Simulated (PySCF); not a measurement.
**C2F3N (cyanotrifluoromethane) at 6 levels**

Wanted: a comparison of 6 runs (HF/def2-SVP, PBE/3-21G, PBE0/def2-SVP, r2SCAN/pcseg-1, MP2/def2-TZVP, CCSD(T)/6-31+G*) of C2F3N (cyanotrifluoromethane). The job is set up through a Python script.

The calculation is run with PySCF 2.14.0.

### 1 The molecule

C2F3N: 6 atoms, total charge 0, spin state singlet. SMILES: `N#CC(F)(F)F`. The shape is that of a PBE0-D4/def2-TZVP optimisation.

Bond lengths: N1–C2 1.146 Å, C2–C3 1.481 Å, C3–F4 1.326 Å, C3–F5 1.326 Å, C3–F6 1.326 Å. Angles: N1–C2–C3 180.0°, C2–C3–F4 110.1°, C2–C3–F5 110.1°, C2–C3–F6 110.1°, F4–C3–F5 108.8°, F4–C3–F6 108.8°, F5–C3–F6 108.8°.

### 2 Energy and forces at HF/def2-SVP (run 1)

File run.py:

```python
from pyscf import gto, scf

mol = gto.Mole()
mol.atom = '''
N    1.022100  -1.705100   0.893500
C    0.486200  -0.810600   0.417800
C   -0.206400   0.345600  -0.197200
F   -1.316000  -0.055800  -0.802300
F    0.581500   0.927000  -1.091500
F   -0.525200   1.234800   0.733600
'''
mol.basis = 'def2-svp'
mol.max_memory = 1860
mol.verbose = 4
mol.charge = 0
mol.build()

myscf = scf.RHF(mol)
myscf.conv_tol = 1e-10
myscf.kernel()
if not myscf.converged:
    myscf = myscf.newton().run(myscf.mo_coeff, myscf.mo_occ)

etot = myscf.e_tot
print('Final energy', etot)
grad = myscf.nuc_grad_method().kernel()
dip = myscf.dip_moment()
pop, q = myscf.mulliken_pop()
```

Launch:

```console
$ OMP_NUM_THREADS=1 python run.py
```

Log:

```text
PySCF version 2.14.0

[... 62 lines left out ...]
converged SCF energy = -428.134290541057
Final energy -428.1342905410573
[... 12 lines left out ...]
Dipole moment(X, Y, Z, Debye): -0.54638,  0.91181, -0.48527
[... 91 lines left out ...]
charge of    5F =     -0.26290
```

Run time: 12 s. Hardware: 1 thread of Intel Xeon at 2.50GHz (Skylake/Cascade Lake), shared host; peak memory 0.17 GiB.

### 3 Energy and gradient at PBE/3-21G (run 2)

File start.xyz:

```xyz
6
C2F3N
N      1.022100    -1.705100     0.893500
C      0.486200    -0.810600     0.417800
C     -0.206400     0.345600    -0.197200
F     -1.316000    -0.055800    -0.802300
F      0.581500     0.927000    -1.091500
F     -0.525200     1.234800     0.733600
```

File run.py:

```python
import pyscf.grad
from pyscf import gto, dft

mol = gto.M(
    atom='start.xyz',
    basis='3-21g',
    verbose=3,
    max_memory=1860,
)

mf = dft.RKS(mol)
mf.xc = 'pbe'
mf.conv_tol = 1e-10
mf.grids.level = 5
mf.kernel()
if not mf.converged:
    mf = mf.newton().run(mf.mo_coeff, mf.mo_occ)

e_final = mf.e_tot
print('E(%s) = %.9f' % ('PBE', e_final))
grad = mf.Gradients().kernel()
dip = mf.dip_moment()
pop, q = mf.mulliken_pop()
```

Launch:

```console
$ OMP_NUM_THREADS=1 python run.py
```

Log:

```text
converged SCF energy = -427.667962329701
E(PBE) = -427.667962330
--------------- RKS gradients ---------------
         x                y                z
0 N    -0.0306820558     0.0512170889    -0.0272419627
1 C     0.0305469872    -0.0509928048     0.0271246176
2 C    -0.0213618290     0.0356213168    -0.0190037258
3 F     0.0421097493     0.0175905226     0.0225761260
4 F    -0.0318621064    -0.0207323375     0.0338128555
5 F     0.0112473325    -0.0327082703    -0.0372709290
----------------------------------------------
Dipole moment(X, Y, Z, Debye): -0.59288,  0.98955, -0.52658
 ** Mulliken pop  **
pop of  0 N 1s            1.99115
pop of  0 N 2s            0.43007
pop of  0 N 3s            1.59939
pop of  0 N 2px           0.53873
pop of  0 N 2py           0.63685
pop of  0 N 2pz           0.52709
pop of  0 N 3px           0.55031
pop of  0 N 3py           0.61469
pop of  0 N 3pz           0.54267
pop of  1 C 1s            1.98579
pop of  1 C 2s            0.43844
pop of  1 C 3s            0.54146
pop of  1 C 2px           0.55038
pop of  1 C 2py           0.63543
pop of  1 C 2pz           0.54029
pop of  1 C 3px           0.39971
pop of  1 C 3py           0.19071
pop of  1 C 3pz           0.42451
pop of  2 C 1s            1.98364
pop of  2 C 2s            0.44295
pop of  2 C 3s            0.47051
pop of  2 C 2px           0.51709
pop of  2 C 2py           0.54435
pop of  2 C 2pz           0.51386
pop of  2 C 3px           0.21863
pop of  2 C 3py           0.28408
pop of  2 C 3pz           0.21090
pop of  3 F 1s            1.98433
pop of  3 F 2s            0.45085
pop of  3 F 3s            1.56542
pop of  3 F 2px           0.74915
pop of  3 F 2py           0.88523
pop of  3 F 2pz           0.85165
pop of  3 F 3px           0.84622
pop of  3 F 3py           0.96304
pop of  3 F 3pz           0.92955
pop of  4 F 1s            1.98433
pop of  4 F 2s            0.45085
pop of  4 F 3s            1.56542
pop of  4 F 2px           0.83023
pop of  4 F 2py           0.85552
pop of  4 F 2pz           0.80027
pop of  4 F 3px           0.92043
pop of  4 F 3py           0.93045
pop of  4 F 3pz           0.88794
pop of  5 F 1s            1.98433
pop of  5 F 2s            0.45085
pop of  5 F 3s            1.56542
pop of  5 F 2px           0.88366
pop of  5 F 2py           0.80050
pop of  5 F 2pz           0.80185
pop of  5 F 3px           0.95586
pop of  5 F 3py           0.88453
pop of  5 F 3pz           0.89844
 ** Mulliken atomic charges  **
charge of    0N =     -0.43095
charge of    1C =      0.29328
charge of    2C =      0.81399
charge of    3F =     -0.22544
charge of    4F =     -0.22543
charge of    5F =     -0.22545
```

Run time: 26 s. Hardware: 1 thread of Intel Xeon at 2.50GHz (Skylake/Cascade Lake), shared host; peak memory 0.56 GiB.

Runs 3 to 5 aren't shown in full; the table further down has their settings and results.

### 4 The energy at CCSD(T)/6-31+G(d) (spherical functions) (run 6)

File input.py:

```python
from pyscf import gto, cc

mol = gto.M(
    atom='''
N      1.931489    -3.222172     1.688470
C      0.918785    -1.531812     0.789528
C     -0.390039     0.653089    -0.372654
F     -2.486880    -0.105447    -1.516127
F      1.098876     1.751776    -2.062636
F     -0.992484     2.333434     1.386303
''',
    verbose=4,
    max_memory=1860,
    basis='6-31+g*',
    unit='bohr',
    spin=0,
)

calc0 = mol.RHF()
calc0.conv_tol = 1e-10
calc0.kernel()
if not calc0.converged:
    calc0 = calc0.newton().run(calc0.mo_coeff, calc0.mo_occ)

mycc = cc.CCSD(calc0, frozen=6)
mycc.kernel()
e_t = mycc.ccsd_t()
energy = mycc.e_tot + e_t
print('E(%s) = %.9f' % ('CCSD(T)', energy))
calc0.analyze()
```

Launch:

```console
$ OMP_NUM_THREADS=1 python input.py
```

Log:

```text
PySCF version 2.14.0

[... 94 lines left out ...]
Nuclear Repulsion Energy =             232.270641606714605
[... 15 lines left out ...]
MO #10  energy= -1.28490696863107  occ= 2
[... 13 lines left out ...]
MO #24  energy= 0.0652468153277188 occ= 0
[... 13 lines left out ...]
MO #38  energy= 0.306371413027979  occ= 0
[... 13 lines left out ...]
MO #52  energy= 0.531966020263313  occ= 0
[... 13 lines left out ...]
MO #66  energy= 1.396414938827     occ= 0
[... 13 lines left out ...]
MO #80  energy= 1.9493691798527    occ= 0
[... 13 lines left out ...]
MO #94  energy= 2.40929187312047   occ= 0
[... 13 lines left out ...]
MO #108 energy= 3.69895737967441   occ= 0
[... 117 lines left out ...]
Dipole moment(X, Y, Z, Debye): -0.60439,  1.00865, -0.53677
```

It took 2.8 min on 1 thread of Intel Xeon at 2.50GHz (Skylake/Cascade Lake), shared host; peak memory 0.97 GiB.

### 5 The series

| run | level | integration grid | frozen core orbitals | energy (Eh) | dipole moment (D) of the reference | HOMO energy (eV) | LUMO energy (eV) | wall time |
| --- | --- | --- | --- | --- | --- | --- | --- | --- |
| 1 | HF/def2-SVP | – | – | -428.134291 | 1.17 | -14.59 | 3.71 | 12 s |
| 2 | PBE/3-21G | 5 | – | -427.667962 | 1.27 | -8.91 | -1.30 | 26 s |
| 3 | PBE0/def2-SVP | 5 | – | -429.698382 | 1.28 | -11.10 | -0.61 | 44 s |
| 4 | r2SCAN/pcseg-1 | 5 | – | -430.169770 | 1.42 | -10.12 | -1.73 | 71 s |
| 5 | MP2/def2-TZVP | – | 6 | -429.890515 | 1.38 | -14.46 | 3.53 | 6.6 min |
| 6 | CCSD(T)/6-31+G* (spherical functions) | – | 6 | -429.446176 | 1.29 | -14.53 | 1.78 | 2.8 min |

### 6 Results

| quantity | value |
| --- | --- |
| run 6: total energy | -429.44618 Eh |
| run 6: dipole moment (Hartree–Fock density) | 1.29 D |
| run 6: HOMO energy (Hartree–Fock orbitals) | -14.53 eV |
| run 6: LUMO energy (Hartree–Fock orbitals) | 1.78 eV |
| run 6: HOMO–LUMO gap (Hartree–Fock orbitals) | 16.30 eV |
| run 6: correlation energy (6 core orbitals frozen) | -957.5 mEh |
| run 6: (T) correction | -29.87 mEh |
| run 6: T1 diagnostic | 0.015 |

**Reading.** Over runs 1, 2, 3, 4 the dipole moment (its size) runs from 1.17 D (HF/def2-SVP) to 1.42 D (r2SCAN/pcseg-1). The two ends differ in method and basis. Over runs 1, 2, 3, 4 the HOMO–LUMO gap runs from 7.60 eV (PBE/3-21G) to 18.31 eV (HF/def2-SVP). Totals of different functionals can't be ranked against each other. All runs together took 12 min, the longest 6.6 min.
